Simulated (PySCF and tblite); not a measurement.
Values are calculated unless marked as measured or tabulated.
# Conformer ensemble of C4H10S, numbered as in [CH3:1][CH2:2][S:3][CH2:4][CH3:5]

Conformers came from 90 starts (ETKDG and KDG, MMFF94s, GFN2-xTB); geometries are PBE0-D3(BJ)/def2-SVP. Energies: PBE0-D3(BJ)/def2-SVP, with GFN2-xTB thermal terms (modes under about 100 cm⁻¹ blended into free rotors). Symmetry numbers and mirror images are counted. Conformers within 3 kcal/mol (GFN2-xTB free energy) were kept, 6 at most. GIAO shieldings: KT2/pcSseg-1. Shifts are against TMS (¹H), TMS (¹³C) at the same level. Run with PySCF (density fitting) and tblite.

Torsions listed: C1–C2–S3–C4, C2–S3–C4–C5. Of a mirror pair one member is shown.

```
conformer       shape   symmetry  E(GFN2, own minimum) kcal/mol  E(DFT) kcal/mol  G(298.15 K) kcal/mol  weight %  dipole D
        1   175°, 71°  C1 (pair)                           0.82             0.52                  0.00      44.1      1.57
        2    73°, 73°  C2 (pair)                           0.00             0.00                  0.09      37.8      1.61
        3   97°, -67°  C1 (pair)                           0.50             0.90                  0.76      12.2      1.62
        4  180°, 180°        C2v                           1.71             0.93                  1.19       5.9      1.54
```

Weights (%) against temperature:

| T (K) | 1 | 2 | 3 | 4 | S(mix) cal/mol/K |
| --- | --- | --- | --- | --- | --- |
| 200 | 39.7 | 49.1 | 7.1 | 4.1 | 3.38 |
| 250 | 42.7 | 42.2 | 9.9 | 5.2 | 3.51 |
| 298.15 | 44.1 | 37.8 | 12.2 | 5.9 | 3.59 |
| 350 | 44.8 | 34.6 | 14.2 | 6.4 | 3.63 |
| 400 | 45.0 | 32.4 | 15.8 | 6.8 | 3.67 |

Averaged shifts at 298.15 K. ¹H: 2.48 (H2/H4, 4H), 1.20 (H1/H5, 6H) ppm. ¹³C: 32.1 (C2/C4), 16.6 (C1/C5) ppm.

Coordinates of conformer 1 (Å):

```xyz
15

C     2.487    0.593   -0.043
C     1.111    0.025    0.249
S     0.013    0.318   -1.168
C    -1.477   -0.563   -0.627
C    -2.236    0.102    0.506
H     2.439    1.679   -0.219
H     3.166    0.417    0.805
H     2.928    0.126   -0.937
H     1.168   -1.061    0.431
H     0.688    0.493    1.152
H    -1.199   -1.599   -0.371
H    -2.102   -0.622   -1.532
H    -2.521    1.130    0.236
H    -1.633    0.152    1.425
H    -3.153   -0.461    0.744
```

Shifts are unscaled: against experiment ¹³C can be off by 15 ppm or more and ¹H by 0.8 ppm.

Search and properties took 89 s on 1 thread of Arm Neoverse V1, on a host shared with other jobs (rough), launched as `OMP_NUM_THREADS=1 python ens_run.py task.json out`.
